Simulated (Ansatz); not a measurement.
# C2H3F: vertical ionisation energy

The task here is to estimate one member of a computed series from the others.

Method: unrestricted cation, the program's frozen cores in correlated methods; program: Ansatz 0.2.0, Gaussian basis.

Plan: UKS PBE-D4/def2-TZVPP; UKS r2SCAN-D4/def2-TZVPP; UKS PBE0-D4/def2-TZVPP; UKS B3LYP-D4/def2-TZVPP; UKS wB97X-V/def2-TZVPP; UKS wB97M-V/def2-TZVPP; UKS B2PLYP/def2-TZVPP; UHF-CCSD(T)/def2-TZVPP; UHF-MP2/def2-QZVPP; extrapolation to the limit; then −ε(HOMO) from the neutral's earlier runs with LDA (SPW92), PBE-D4, revPBE-D4, BLYP-D4, r2SCAN-D4, B97M-V, PBE0-D4, B3LYP-D4, r2SCANh-D4, r2SCAN0-D4, HSE06-D4, BHLYP-D4, CAM-B3LYP-D4, LC-ωPBE, ωB97X-V, ωB97M-V.

1 further run of the same task is left out (it didn't finish).

## Structure used throughout

The geometry comes from an earlier relaxation with PBE0-D4 in a triple-zeta def2 set; it is a stationary point.

SMILES `C=CF`, 6 atoms, charge 0, spin multiplicity 1.

Atoms are counted from 1 here; the program's logs count them from 0.

Bond lengths: C1–C2 1.317 Å, C1–H4 1.082 Å, C1–H5 1.081 Å, C2–F3 1.336 Å, C2–H6 1.084 Å. Angles: C2–C1–H4 121.6°, C2–C1–H5 119.2°, H4–C1–H5 119.2°, C1–C2–F3 122.3°, C1–C2–H6 125.7°, F3–C2–H6 112.0°.

Coordinates:

```xyz
6
charge 0, multiplicity 1
C    -0.5362    0.0764   -0.4428
C     0.4900   -0.0163    0.3766
F     0.9663   -1.1924    0.7955
H    -1.0439   -0.8033   -0.8166
H    -0.8802    1.0541   -0.7497
H     1.0461    0.8174    0.7907
```

The first run:

File in.yaml:

```yaml
crystal:
  periodic: [false, false, false]
  atoms:
    - {symbol: C, position_ang: [-0.536249, 0.076426, -0.442795]}
    - {symbol: C, position_ang: [0.489963, -0.016330, 0.376644]}
    - {symbol: F, position_ang: [0.966250, -1.192383, 0.795539]}
    - {symbol: H, position_ang: [-1.043892, -0.803264, -0.816634]}
    - {symbol: H, position_ang: [-0.880191, 1.054139, -0.749709]}
    - {symbol: H, position_ang: [1.046120, 0.817412, 0.790654]}
basis:
  gaussian: {orbitals: def2-TZVPP}
total_charge: 1
magnetization: {spin_polarized: true, initial_magnetization: 1}
hamiltonian: {xc: pbe, dispersion: d4}
```

Among the steps run: Cation, UKS PBE-D4/def2-TZVPP; Cation, UKS r2SCAN-D4/def2-TZVPP; Cation, UKS PBE0-D4/def2-TZVPP; Cation, UKS B3LYP-D4/def2-TZVPP; Cation, UKS wB97X-V/def2-TZVPP; Cation, UKS wB97M-V/def2-TZVPP; Cation, UKS B2PLYP (frozen core)/def2-TZVPP; Cation, UHF-CCSD(T)/def2-TZVPP; Cation, UHF-MP2/def2-QZVPP.

One table of the session follows, with a row left open; its other results are not shown here.

Orbital estimates, from the neutral's runs:

| functional | −ε(HOMO) (eV) |
| --- | --- |
| LDA (SPW92) | 6.69 |
| PBE-D4 | 6.49 |
| revPBE-D4 | 6.42 |
| BLYP-D4 | 6.35 |
| r2SCAN-D4 | 6.72 |
| B97M-V | 6.75 |
| PBE0-D4 | 7.75 |
| B3LYP-D4 | 7.53 |
| r2SCANh-D4 | ? |
| r2SCAN0-D4 | 7.91 |
| HSE06-D4 | 7.34 |
| BHLYP-D4 | 8.86 |
| CAM-B3LYP-D4 | 9.15 |
| LC-ωPBE | 10.55 |
| ωB97X-V | 10.14 |
| ωB97M-V | 10.05 |

Estimate the missing values for r2SCANh-D4.

Worked estimate for «−ε(HOMO) (eV)». Against the share of exact exchange, r2SCAN-D4 (0, 6.72), r2SCAN0-D4 (0.25, 7.91) give a slope of 4.76 per unit share; at 0.1 the line stands at 7.20.

As computed: −ε(HOMO) (eV): 7.20. In «−ε(HOMO) (eV)» the line misses by 0.00.

Caveats from the session: The cation may have settled in a state other than its lowest; no search over hole states beyond the program's own was made.
